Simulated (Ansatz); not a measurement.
Cadmium (hcp) across density functionals

All rows: Ansatz, plane waves with scalar-relativistic PAW, 420 eV (500 eV for the SCAN forms), relaxed under each functional, no dispersion correction, no zero-point motion. B₀ comes from uniform scaling at fixed shape; a dash is a value not given.

The measured cell (COD entry 9008490) has a = 2.979 Å, c = 5.618 Å (c/a = 1.886), 21.59 Å³/atom.

```json
{"functional": "PBE", "V (Å³/atom)": "23.11", "cell": "a = 3.001 Å, c = 5.926 Å (c/a = 1.975)", "B₀ (GPa)": "44", "magnetic state": "spin not included"}
{"functional": "r²SCAN", "V (Å³/atom)": "22.19", "cell": "a = 2.951 Å, c = 5.884 Å (c/a = 1.994)", "B₀ (GPa)": "56", "magnetic state": "spin not included"}
{"functional": "PBEsol", "V (Å³/atom)": "21.25", "cell": "a = 2.927 Å, c = 5.727 Å (c/a = 1.956)", "B₀ (GPa)": "62", "magnetic state": "spin not included"}
{"functional": "LDA", "V (Å³/atom)": "20.28", "cell": "a = 2.882 Å, c = 5.638 Å (c/a = 1.957)", "B₀ (GPa)": "73", "magnetic state": "spin not included"}
{"functional": "revPBE", "V (Å³/atom)": "24.12", "cell": "a = 3.041 Å, c = 6.022 Å (c/a = 1.980)", "B₀ (GPa)": "36", "magnetic state": "spin not included"}
{"functional": "RPBE", "V (Å³/atom)": "24.54", "cell": "a = 3.059 Å, c = 6.056 Å (c/a = 1.980)", "B₀ (GPa)": "33", "magnetic state": "spin not included"}
{"functional": "BLYP", "V (Å³/atom)": "26.67", "cell": "a = 3.097 Å, c = 6.420 Å (c/a = 2.073)", "B₀ (GPa)": "20", "magnetic state": "spin not included"}
```

LDA gives the smallest volume and BLYP the largest.

Some functionals expand this cell far past the measured one.
